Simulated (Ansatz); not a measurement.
# Cl2: the cost of one run

All numbers are computed with Ansatz 0.2.0 through its Python package. The levels of theory stand in the script.

## Step 1: The system

Bond lengths: Cl1–Cl2 2.016 Å.

No structure file is read: the coordinates are typed or built in the script.

## Step 2: The code

Input file cas_cl2.py:

```python
import ansatz

geometry_ang = [
    ("Cl", [0.85985, -0.28631, 0.44086]),
    ("Cl", [-0.85985, 0.28631, -0.44086]),
]
cl2 = ansatz.Crystal.molecule()
for symbol, xyz in geometry_ang:
    cl2 = cl2.atom(symbol, xyz)

model = (
    cl2.calculation()
    .basis(gaussian="def2-SVP")
    .correlation(active_electrons=4, active_orbitals=5)
)
for method in [None, "sc_nevpt2", "fic_mrcisd_q"]:
    summary = (model if method is None else model.correlation(method)).run().report
    space = summary["configurations"]
    state = space["states"][0]
    print(method or "casscf", f"total {summary['free_energy_ev'] / 27.211386246:.6f} Ha, active-space state {state['energy']['hartree']:.6f} Ha, mean field {summary['reference_energy_ev'] / 27.211386246:.6f} Ha")
    print("  determinants", state["n_determinants"], " natural occupations", [round(n, 3) for n in space["natural_occupations"]])
```

## Step 3: What the engine is handed

The engine receives this input (first run):

```yaml
crystal:
  periodic: [false, false, false]
  atoms:
    - { symbol: Cl, position_ang: [0.85985, -0.28631, 0.44086] }
    - { symbol: Cl, position_ang: [-0.85985, 0.28631, -0.44086] }
basis:
  gaussian:
    orbitals: def2-SVP
correlation:
  active_space:
    window:
      electrons: 4
      orbitals: 5
```

## Step 4: Launch

Run with:

```sh
python cas_cl2.py
```

What time and memory should one allow on 1 thread of Arm Neoverse V2, shared host?

About 5.8 s, with a peak of 0.16 GiB.
